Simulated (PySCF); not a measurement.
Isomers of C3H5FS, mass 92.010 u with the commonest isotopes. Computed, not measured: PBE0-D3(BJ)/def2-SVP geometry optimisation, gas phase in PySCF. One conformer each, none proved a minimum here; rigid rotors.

Task: Order these by dipole moment, largest first.
A. `C[C@@H]1S[C@@H]1F`
B. `[CH3:1][C:2](=[S:3])[CH2:4][F:5]` with C1–C2–C4–F5 -1°
C. `[CH2:1]=[CH:2][S:3][CH2:4][F:5]` with C1–C2–S3–C4 16°, C2–S3–C4–F5 -73°
D. `F[C@@H]1S[C@H]1C`
E. `[F:1][CH2:2][C@H:3]1[CH2:4][S:5]1` with F1–C2–C3–C4 83°

Result: D (2.29 D), A (2.04 D), C (1.45 D), B (1.08 D), E (0.38 D).

Task: Order these by rotational constant A, largest first.
A. `[CH2:1]=[C:2]([F:3])[S:4][CH3:5]` with C1–C2–S4–C5 -142°
B. `C[C@@H]1S[C@@H]1F`
C. `[F:1][CH2:2][C@H:3]1[CH2:4][S:5]1` with F1–C2–C3–C4 83°
D. `[CH3:1][C:2](=[S:3])[CH2:4][F:5]` with C1–C2–C4–F5 -1°
E. `C[C@@H]1S[C@H]1F`

Result: C (11317 MHz), D (7915 MHz), A (6794 MHz), E (5520 MHz), B (4825 MHz).

Task: Order these by out-of-plane moment Σ m c² = (Ia + Ib − Ic)/2, smallest first.
A. `[CH2:1]=[CH:2][S:3][CH2:4][F:5]` with C1–C2–S3–C4 16°, C2–S3–C4–F5 -73°
B. `[CH2:1]=[C:2]([F:3])[S:4][CH3:5]` with C1–C2–S4–C5 -142°
C. `[F:1][CH2:2][C@H:3]1[CH2:4][S:5]1` with F1–C2–C3–C4 83°
D. `C[C@@H]1S[C@H]1F`
E. `[CH3:1][C:2](=[S:3])[CH2:4][F:5]` with C1–C2–C4–F5 -1°
F. `C[C@@H]1S[C@@H]1F`

Result: E (3.15 u·Å²), A (8.82 u·Å²), C (9.80 u·Å²), B (10.30 u·Å²), D (10.64 u·Å²), F (17.60 u·Å²).

```csv
SMILES,point group,Ia (u·Å²),Ib (u·Å²),Ic (u·Å²),κ,μa (D),μb (D),μc (D)
C[C@@H]1S[C@H]1F,C1,91.55,139.74,210.02,-0.22,1.71,1.44,0.48
FC[C@H]1CS1,C1,44.66,223.82,248.89,-0.95,0.12,0.35,0.08
CC(=S)CF,Cs,63.85,202.74,260.28,-0.82,1.04,0.31,0.03
C[C@@H]1S[C@@H]1F,C1,104.75,116.30,185.85,0.54,0.87,0.97,1.57
C=C(F)SC,C1,74.39,160.91,214.71,-0.65,0.70,0.15,0.83
C=CSCF,C1,92.22,145.42,220.00,-0.26,0.36,0.11,1.40
```
